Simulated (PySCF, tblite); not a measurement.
Compound: H6PSi (charge +1).
Bonds: Si1–P2. Hydrogens: H3, H4, H5 on Si1; H6, H7, H8 on P2.

Computed with GFN2-xTB (tblite), gas phase: Langevin dynamics at 200 K from the optimised GFN2-xTB geometry, time step 0.5 fs, friction 0.01 fs⁻¹, 2000 steps. Over the second half of the run the saved frames average 186 K.

Frame at 250 fs, instantaneous temperature 132 K:
```
atom  x, y, z in Å
Si1    -1.292   -0.072   -0.048
P2      1.020   -0.281   -0.394
H3     -1.694    0.641   -1.221
H4     -1.385    0.874    1.141
H5     -1.868   -1.406   -0.008
H6      1.868    0.463    0.395
H7      1.653   -0.185   -1.573
H8      1.614   -1.511    0.003
```

Frame at 425 fs, instantaneous temperature 146 K:
```
atom  x, y, z in Å
Si1    -1.513   -0.143   -0.231
P2      0.890   -0.321   -0.413
H3     -2.074    0.873   -1.035
H4     -1.575   -0.163    1.331
H5     -1.734   -1.380   -0.981
H6      1.814    0.251    0.375
H7      1.567    0.059   -1.593
H8      1.377   -1.636   -0.421
```

Frame at 625 fs, instantaneous temperature 169 K:
```
atom  x, y, z in Å
Si1    -1.611    0.249   -0.436
P2      0.604   -0.527   -0.548
H3     -1.542    1.317   -1.444
H4     -2.078    0.357    0.901
H5     -2.198   -1.009   -0.970
H6      1.549    0.098    0.242
H7      1.302   -0.505   -1.774
H8      0.871   -1.842   -0.279
```

Frame at 800 fs, instantaneous temperature 198 K:
```
atom  x, y, z in Å
Si1    -1.603    0.331   -0.117
P2      0.585   -0.761   -0.166
H3     -1.501    1.335   -1.161
H4     -1.399    0.716    1.204
H5     -2.652   -0.725   -0.311
H6      1.356   -0.001    0.692
H7      1.566   -0.914   -1.143
H8      0.627   -2.033    0.399
```

Frame at 1000 fs, instantaneous temperature 130 K:
```
atom  x, y, z in Å
Si1    -1.747    0.435   -0.029
P2      0.118   -1.025   -0.183
H3     -1.160    1.755   -0.308
H4     -2.237    0.143    1.338
H5     -2.722   -0.150   -1.017
H6      1.244   -0.545    0.477
H7      0.741   -1.263   -1.417
H8      0.024   -2.377    0.261
```

Q: What do single points at PBE0/pcSseg-1 (PySCF, gas phase) give on these frames?

A: 
| t (fs) | GFN2-xTB E above start (eV) | DFT E above lowest frame (eV) | HOMO (eV) | LUMO (eV) |
| --- | --- | --- | --- | --- |
| 250 | 0.19 | 0.25 | -15.32 | -6.21 |
| 425 | 0.30 | 0.44 | -15.31 | -6.38 |
| 625 | 0.16 | 0.19 | -15.12 | -6.17 |
| 800 | 0.20 | 0.25 | -15.51 | -6.52 |
| 1000 | 0.10 | 0.00 | -15.26 | -6.00 |

Both levels order the frames alike by energy; measured from each level's lowest frame they differ by 0.24 eV at most. The HOMO–LUMO gap runs from 8.93 to 9.26 eV. These are instantaneous structures, not minima.

Q: And the isotropic GIAO shieldings (ppm) from the same runs?

A: 
```
atom  250 fs  425 fs  625 fs  800 fs  1000 fs   mean  range
 Si1   414.5   398.6   424.0   384.0    408.5  405.9   40.0
  P2   528.2   524.4   512.7   510.4    502.1  515.6   26.1
  H3    27.0    26.8    26.3    26.4     26.2   26.5    0.8
  H4    25.5    24.8    26.9    27.5     26.1   26.2    2.7
  H5    26.5    26.4    26.4    25.7     25.8   26.2    0.8
  H6    27.2    28.0    27.0    27.2     26.8   27.2    1.2
  H7    27.9    26.4    26.2    26.6     26.4   26.7    1.7
  H8    26.3    26.8    27.2    26.9     25.9   26.6    1.3
```

The cost below is that of the whole dynamics run. The run took 5.5 s of wall time on an Arm Neoverse V1 with one thread, on a shared host, and the process peaked at 0.18 GiB of memory.
